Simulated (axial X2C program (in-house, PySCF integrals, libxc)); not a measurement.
## Curves of SiH by EOM-EA-CCSD

Calculated with an axial X2C code built on PySCF integrals: two-component X2C with atomic mean-field Coulomb and Gaunt terms, Gaussian nuclei, basis Si dyall-av3z, H dyall-av3z with contracted cores.

Energies in eV from the lowest point of the lowest state; states are followed by energy order within each Ω. Reference: SiH⁺, 4 electrons correlated in 90 virtual spinors with an MP2 remainder; levels at this size can be off by some tenths of an eV. Masses 27.977 and 1.008 u.

```tsv
R (Å)	(1)Ω=1/2	(1)Ω=3/2	(3)Ω=1/2
1.413	0.1164	0.1329	4.6924
1.475	0.0224	0.0390	4.5740
1.536	0.0000	0.0166	4.4839
1.605	0.0390	0.0557	4.3950
1.674	0.1280	0.1447	4.3170
1.766	0.2999	0.3167	4.2328
```

Fit the curves (1)Ω=1/2, (1)Ω=3/2 near their minima.

At EOM-EA-CCSD from SiH⁺ (the fit fixes ωe to about one per cent; ωe of higher roots by this method can be off by ten per cent):

| state | Te (cm⁻¹) | Re (Å) | ωe (cm⁻¹) |
| --- | --- | --- | --- |
| (1)Ω=1/2 | 0 | 1.528 | 2038.5 |
| (1)Ω=3/2 | 130 | 1.528 | 2038.9 |

For SiH⁺ at CCSD, and between the minima:

Re = 1.511 Å, ωe = 2157.9 cm⁻¹; removing the electron costs 7.814 eV without zero-point terms.

No minimum in range: (3)Ω=1/2; the order of states may turn beyond it. T1 of the reference reaches 0.014 (Lee–Taylor). Curves followed by order can swap character. Number of frozen shells: Si 2 s, 1 p; H none. Roots with under 60 % one-particle weight at any point are counted in the labels but not shown, and the list ends where the roots sought for some Ω run out; states that need a further excitation are missing and may lie low or lowest. Curves with a minimum but no constants failed the fit check.
